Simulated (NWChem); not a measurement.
System: SiF$_{4}$; SMILES F[Si](F)(F)F

Input file for NWChem:

```
start job
memory heap 200 mb stack 900 mb global 1100 mb
geometry units angstroms noautosym nocenter noautoz
  F      1.359340     0.737951     0.351338
  Si    -0.000018    -0.000010    -0.000001
  F     -1.110115     1.076529    -0.353046
  F     -0.473388    -0.858188     1.247131
  F      0.224137    -0.956338    -1.245425
end
basis spherical
  * library 6-311g**
end
dft
  xc bhlyp
  iterations 150
end
tddft
  cis
  ecut -63.0
  nroots 6
  notriplet
end
task tddft energy
```

Geometry: optimised at PBE0/def2-SVP.

Core excitations by TDA in a window of 1s orbitals, non-relativistic and unshifted: absolute energies depend strongly on the exact-exchange share.

Task: Give the results of this calculation. (BHandHLYP/6-311G** (spherical d), restricted-window TDA.) Quantities: first 1s excitation (eV); dipole oscillator strength of the first; first state with f > 0.002 (eV); dipole oscillator strength of that state.

Result: The first 1s excitation (eV) is 1827.2. The dipole oscillator strength of the first is 0.0000. The first state with f > 0.002 (eV) is 1829.5 and the dipole oscillator strength of that state is 0.0079.
